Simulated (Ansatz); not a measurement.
bcc W, treated with PBEsol-D3(BJ) in Ansatz (plane waves, PAW).

Numerical settings: plane-wave cutoff 520 eV, 24×24×24 k mesh, Fermi–Dirac smearing 0.05 eV, no spin polarisation, scalar-relativistic PAW data made under PBE.

The volume scan:

```csv
V (Å³/atom),E − E_lowest (meV/atom),P (GPa)
14.398,64.95,23.86
14.704,27.87,15.08
15.011,6.74,7.16
15.317,0.00,0.02
15.623,6.22,-6.42
15.930,24.15,-12.24
16.236,52.67,-17.50
```

Problem. Estimate the bulk modulus from the pressures at 15.011 and 15.623 Å³/atom, and compare it with a fit to all energies.

Solution. B = −V dP/dV. Between V = 15.011 and 15.623 Å³/atom, dP/dV = (-6.42 − (7.16))/(15.623 − 15.011) = -22.2 GPa per Å³/atom; at the midpoint 15.317 Å³/atom this gives B ≈ 340 GPa. The third-order Birch–Murnaghan fit gives V0 = 15.318 Å³/atom, B0 = 339 GPa, B′ = 4.1, which lies within 1 % of that estimate.

Measured, for comparison: bulk modulus 312 GPa (zero-point energy and finite temperature contributions removed, our sources range from 300 to 328; as tabulated in doi:10.1021/acs.jctc.3c00612); equilibrium volume per atom 15.78 Å³/atom (static lattice: zero-point anharmonic expansion removed; as tabulated in Mejia-Rodriguez and Trickey (2018), arXiv:1807.09216). Computed (rounded) less measured: bulk modulus +9 % (+3 % to +13 % over the range), equilibrium volume per atom -2.9 %.

Spin–orbit coupling is not included.

The computed numbers hold no vibrational or temperature effects.

It cost very roughly 60 core-seconds of CPU time.

Ansatz is a program for electronic structure.
